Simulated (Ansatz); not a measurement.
A geometry relaxed with PBE0-D3(BJ)/def2-TZVP in Ansatz (a program for electronic structure), charge 0, multiplicity 2:

```xyz
7

H      1.3983     0.8940     0.3387
C      0.8589    -0.0027     0.0613
H      1.4136    -0.9318     0.0280
H     -0.9604    -0.7725    -0.7650
H     -1.1206    -0.1673     0.8762
H     -0.9771     0.9711    -0.4546
C     -0.6125     0.0093    -0.0846
```

**Question.** Write the SMILES of this molecule.

**Answer.** `[CH2]C`
